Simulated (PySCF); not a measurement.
# Continuum solvent and chemical shifts

Numbering as in the mapped SMILES `[CH:1][F:2]`; H(Xn) means a hydrogen on atom n.

GIAO PBE0/pcSseg-1 in PySCF 2.14.0 with density-fitted response routines on one PBE0-D3(BJ)/def2-SVP conformer, non-relativistic, equivalent nuclei averaged. Solvents enter as an IEF-PCM continuum (chloroform with ε = 4.7, dichloromethane with ε = 8.9) around the gas-phase geometry. Shifts are referred to TMS, CFCl3 computed in the same medium.

Gas phase, δ in ppm: C1 789.7, F2 793.8, H(C1) 20.56. Dipole moment 1.55 D.

Task: How does each δ change in the continuum?

Result: 
```
atoms                       environment  Δδ, chloroform  Δδ, dichloromethane
   C1             carbon bonded to F, H           -38.4                -46.1
   F2              fluorine bonded to C           -46.8                -55.8
H(C1)  hydrogen on a carbon bonded to F           -1.65                -1.97
```

Changes are relative to the gas phase. The dipole moment becomes 1.79 D in chloroform, 1.84 D in dichloromethane.

Task: Which nuclei move most (in ppm), and what does the model miss?

Result: F2 (fluorine bonded to C, -55.8 ppm) in dichloromethane. A continuum only polarises the solute; specific hydrogen bonds, the anisotropy of aromatic solvents and changes of geometry or conformer are outside it.
